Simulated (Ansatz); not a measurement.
# CCSD(T) against full CI for several species

Each species is computed at the geometry given (Å), with frozen cores, in Ansatz 0.2.0: RHF-CCSD(T) for singlets, UHF-CCSD(T) otherwise, and full CI in the same basis. The program picks the determinant by trial CCSD, so it needn't be the lowest Hartree–Fock solution. States: HBeNa singlet Σ⁺ or Δ, HBeB singlet Σ⁺ or Δ, HMgNa singlet A'. Cases whose determinant has another symmetry than full CI's state, or whose (Q) step broke down, weren't drawn.

Task: Judging by size, spin and bonding and the diagnostics given, rank them by the size of CCSD(T)'s error in total energy against full CI in the same basis, smallest first (an estimate).
A. HBeNa, singlet, cc-pVTZ: Be 0.000 0.000 0.173; Na 0.000 0.000 -2.505; H 0.000 0.000 2.332. T1 0.023, (T) -53 meV in a correlation energy of -2.30 eV
B. HMgNa, singlet, cc-pVTZ: Na 0.958 0.000 1.268; Mg -0.913 0.000 -1.097; H 0.171 0.000 -2.468. T1 0.017, (T) -34 meV in a correlation energy of -2.00 eV
C. HBeB, singlet, cc-pVDZ: B 0.000 0.000 2.076; Be 0.000 0.000 -0.365; H 0.000 0.000 -1.710. T1 0.016, (T) -83 meV in a correlation energy of -3.60 eV

Result: B (11.9 meV), A (19.1 meV), C (33.5 meV).

```tsv
species	basis	correlated electrons	CCSD(T) − full CI (meV)	CCSDT(Q) − full CI (meV)	unpaired electrons (full CI)	T1	⟨S²⟩ of the determinant
HMgNa, singlet	cc-pVTZ	4	11.9	0.4	0.14	0.017	0.00
HBeNa, singlet	cc-pVTZ	4	19.1	0.4	0.15	0.023	0.00
HBeB, singlet	cc-pVDZ	6	33.5	2.3	0.18	0.016	0.00
```

Unpaired electrons are Σ n²(2−n)² over natural occupations; an open shell counts its own unpaired electrons too. Frozen cores follow each run's orbitals, which moves totals by a few meV.
